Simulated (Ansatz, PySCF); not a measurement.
Species: C2H5O (charge -1, singlet). It need not be the lowest isomer of its formula. Whether it binds its extra electron was not tested at this geometry. 
Structure (B3LYP-D3(BJ)/def2-TZVP (Ansatz, a program for electronic structure) minimum search):
```xyz
8

C     -0.0124     1.3221    -0.1581
O      0.0041     0.0535     0.6105
C      0.0080    -1.0930    -0.1732
H      0.8612     1.2465    -0.8563
H     -0.8950     1.2316    -0.8430
H      0.0205    -1.9882     0.4770
H     -0.8820    -1.1537    -0.8304
H      0.8888    -1.1387    -0.8438
```
Charge -1, spin multiplicity 1.

Total electronic energies in hartree. Valence correlation only, unless marked. Spin-orbit coupling is left out. No relativistic terms. CBS(X,Y): correlation extrapolated as X^-3; Hartree-Fock from the larger set. [CCSD(T)-MP2]/basis is that difference in the basis named.

```json
[
 {"level": "HF/STO-3G", "program": "Ansatz", "energy (Eh)": "-151.27838"},
 {"level": "HF-D4/def2-TZVPD", "program": "PySCF + dftd4", "energy (Eh)": "-153.46005"},
 {"level": "SVWN5/def2-TZVPD", "program": "Ansatz", "energy (Eh)": "-153.12925"},
 {"level": "BP86-D3(BJ)/def2-TZVPD", "program": "PySCF + dftd3", "energy (Eh)": "?"},
 {"level": "LC-wPBE-D4/def2-TZVPD", "program": "Ansatz + dftd4", "energy (Eh)": "-154.32116"},
 {"level": "SCS-MP2/6-31G*", "program": "Ansatz", "energy (Eh)": "-153.79002"},
 {"level": "SCS-MP2/cc-pwCVTZ", "program": "Ansatz", "energy (Eh)": "-154.04935"},
 {"level": "RI-MP2/CBS(aug-cc-pVTZ,aug-cc-pVQZ)+[CCSD(T)-MP2]/aug-cc-pVDZ", "program": "Ansatz", "energy (Eh)": "-154.1913"},
 {"level": "RI-MP2/CBS(aug-cc-pVTZ,aug-cc-pVQZ)+[CCSD(T)-MP2]/aug-cc-pVTZ", "program": "Ansatz", "energy (Eh)": "-154.1896"}
]
```

Problem. Some entries are withheld; supply them.

Solution. 
- BP86-D3(BJ)/def2-TZVPD, energy (Eh): -154.42817
